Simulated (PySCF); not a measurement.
Compound: methallyl cyanide, C5H7N.
Structure used (PBE0-D3(BJ)/def2-SVP), in Å, numbered top down from 1:
```xyz
13
C5H7N angstrom
C     -0.9281    1.4676    0.1548
C     -0.3465    0.2847   -0.0611
C     -1.0367   -1.0267    0.1471
C      1.0846    0.2116   -0.5514
C      1.9556   -0.5291    0.3581
N      2.6265   -1.1324    1.0828
H     -1.9657    1.5309    0.4926
H     -0.3910    2.4076    0.0026
H     -2.0786   -0.8889    0.4648
H     -0.5146   -1.6232    0.9134
H     -1.0310   -1.6274   -0.7779
H      1.1243   -0.2947   -1.5325
H      1.5012    1.2201   -0.6932
```

Method: PySCF 2.14.0, density-fitted response routines, TDDFT B3LYP/def2-SVPD, vertical, gas phase, core orbitals frozen in the response.

Frontier orbitals with the atoms that hold most of them (Löwdin shares over 4%, at most four atoms; ? is withheld):

| orbital | ε (eV) | atoms |
| --- | --- | --- |
| LUMO+2 | 0.45 | N6 31%, C5 27%, C4 14%, H13 11% |
| LUMO+1 | 0.07 | C1 14%, C5 14%, C4 14%, C3 11% |
| LUMO | -0.60 | C1 28%, C2 28%, C4 7%, H8 6% |
| HOMO | -7.64 | ? |
| HOMO-1 | -9.17 | N6 44%, C5 32%, C4 8%, C2 5% |
| HOMO-2 | -9.20 | N6 45%, C5 33%, C4 9%, H13 5% |
| HOMO-3 | -10.03 | N6 78%, C5 16% |

**Question.** Give the leading atoms of the HOMO.

**Answer.** C1 (bonded to C and 2 H) 38%; C2 (bonded to 3 C) 34%; C3 (bonded to C and 3 H) 7%; C4 (bonded to 2 C and 2 H) 5%.

**Question.** How does S1 compare with the orbital gap of 7.03 eV?

**Answer.** S1 is at 6.62 eV (f = 0.070), 0.41 eV below the gap, made of HOMO→LUMO+1 (56%), HOMO→LUMO (39%). Its leading pair isn't HOMO and LUMO; the energies of that pair differ by 7.70 eV. Without the coupling terms of the response equations the lowest excitation would equal the gap.

Next come S2 at 7.03 eV (f 0.135), HOMO→LUMO+1 (38%), HOMO→LUMO (32%), HOMO→LUMO+2 (17%); S3 at 7.18 eV (f 0.052), HOMO→LUMO+2 (79%), HOMO→LUMO+3 (8%), HOMO→LUMO (8%); S4 at 7.40 eV (f 0.0014), HOMO-1→LUMO (41%), HOMO-2→LUMO (33%), HOMO-1→LUMO+2 (9%); S5 at 7.50 eV (f 0.028), HOMO-2→LUMO (36%), HOMO-1→LUMO (32%), HOMO→LUMO+3 (14%).

One conformer stands for the species.
